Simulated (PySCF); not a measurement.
carbon disulfide anion (CS₂), SMILES S=C=S (connectivity only; charge and spin as stated), charge -1, multiplicity 2. Geometry: PBE-D3(BJ)/def2-TZVPD. The multiplicity is an assumed one; other spin states were not compared.

All values below come from PBE-D3(BJ)/def2-TZVPD (PySCF).

Harmonic wavenumbers (cm⁻¹): 312, 632, 1184. Rotational constants (GHz): 197.8, 3.245, 3.193; symmetry number 2.

Problem. Work out the zero-point energy and the ideal-gas rigid-rotor harmonic-oscillator thermochemistry at 298.15 K and 1 atm.

Solution. ZPE = ½ Σ hcν = ½ × 2128 cm⁻¹ = 3.04 kcal/mol. H − E(el) = 5.77 kcal/mol. Entropy in cal/(mol K): translation 38.91, rotation 21.20, vibration 1.79, spin 1.38, total 63.27. G − E(el) = -13.10 kcal/mol. Cp = 10.78 cal/(mol K).
